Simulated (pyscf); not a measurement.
This saddle point was located with ωB97X-D3(BJ)/def2-SVP in PySCF.

```xyz
9

C      0.4411     0.0002    -0.7019
C     -0.4249     0.0800     0.4984
C     -1.4381    -0.2022     1.1759
H      0.0072    -0.6628    -1.4635
H      0.5748     1.0047    -1.1292
H      1.4346    -0.3761    -0.4170
H     -2.3460    -0.5116     1.6733
Cl    -0.8765     1.1687     3.1529
H     -0.2122     0.7588     1.5568
```
Charge 0, spin multiplicity 1.

Surface: singlet, charge 0. Lowest wavenumbers (cm⁻¹): 1625i, 96, 223, 277, 313.

### Question
What reaction is this the transition state of?

### Answer
`[CH]#[C][CH3]` + `[ClH]` ⇌ `[CH3][CH]=[CH][Cl]`, an addition across a multiple bond or ene-type step read from left to right: Cl–H broken and C–H, C–Cl formed. At CCSD(T)/def2-TZVPP + ΔMP2(QZVPP) it lies +47.6 kcal/mol from the left side and +75.8 kcal/mol from the right (each side as separated species at their lowest minima found). On the reactant side the descent ends in a complex, 4.5 kcal/mol under the separated species and 48.6 kcal/mol under the saddle at ωB97X-D3(BJ)/def2-TZVP. At ωB97X-D3(BJ) the barrier from the zero used here is 44.1 kcal/mol. The same reactants have a lower exit, to H₂C=C(CH₃)–Cl (barrier +37.6 kcal/mol at ωB97M-D3(BJ), against +44.3 kcal/mol here). One saddle was located; it need not be the lowest between these sides. The CCSD(T) − MP2 part came from Ansatz, without density fitting, on the same reference.
